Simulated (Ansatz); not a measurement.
**How methods differ on C5H8 (2,3-pentadiene)**

C5H8: 13 atoms, total charge 0, spin state singlet. As SMILES, `CC=C=CC`. The shape is that of a PBE0-D4/def2-TZVP optimisation.

```xyz
13

C    -1.3433    0.2585    1.9104
C     0.0527    0.0584    1.4054
C     0.4364    0.2595    0.1771
C     0.8140    0.4568   -1.0538
C     0.7972   -0.5830   -2.1320
H    -1.7431   -0.6713    2.3262
H    -2.0069    0.5925    1.1126
H    -1.3639    1.0033    2.7117
H     0.7961   -0.2783    2.1269
H     1.1724    1.4481   -1.3283
H     0.4232   -1.5351   -1.7552
H     1.8022   -0.7414   -2.5349
H     0.1630   -0.2679   -2.9661
```

Each level gives the atomisation enthalpy at 298 K (kJ/mol). The values are calculated. The thermal term (zero-point and 298 K enthalpy, harmonic and unscaled) is that of B3LYP/6-31G*; the spin-orbit lowering of the free atoms at 298 K, 0.1 kJ/mol by their spectra, is taken off.

**What was measured.** CRC Handbook of Chemistry and Physics gives the atomisation enthalpy at 298 K of the gas as 5195 kJ/mol.

```tsv
level	kind	program	value (kJ/mol)	computed − measured	CPU time (all runs)
HF/6-31G* (spherical functions)	Hartree–Fock	Ansatz	3827	-1368	1.7 s
PBE/6-31G* (spherical functions)	GGA	Ansatz	5333	+138	3.9 s
r2SCAN/6-31G* (spherical functions)	meta-GGA	Ansatz	5198	+3	6.9 s
PBE0/6-31G* (spherical functions)	global hybrid	Ansatz	5236	+41	4.8 s
CAM-B3LYP/6-31G* (spherical functions)	range-separated hybrid	Ansatz	5213	+18	4.9 s
HSE06/6-31G* (spherical functions)	range-separated hybrid	Ansatz	5241	+46	4.8 s
B2PLYP/6-31G* (spherical functions)	double hybrid	Ansatz	5058	-137	5.7 s
RPA@PBE/6-31G* (spherical functions)	RPA	Ansatz	4615	-580	6.6 s
CCSD(T)/6-31G* (spherical functions)	coupled cluster or CI	Ansatz	4759	-436	15 s
```

Nearest: r2SCAN/6-31G* (spherical functions) (+3 kJ/mol); farthest: HF/6-31G* (spherical functions) (-1368 kJ/mol). Computed less measured by kind, in kJ/mol (6-31G* rows): Hartree–Fock -1368; GGA +138; meta-GGA +3; global hybrid +41; range-separated hybrid +18 to +46; double hybrid -137; RPA -580; coupled cluster or CI -436. Wave-function methods converge slowly with the basis and bind too weakly in sets of this size; that is part of their error here. CPU times are rough (shared hosts, several kinds of processor): they show what a rung costs within a factor of a few.
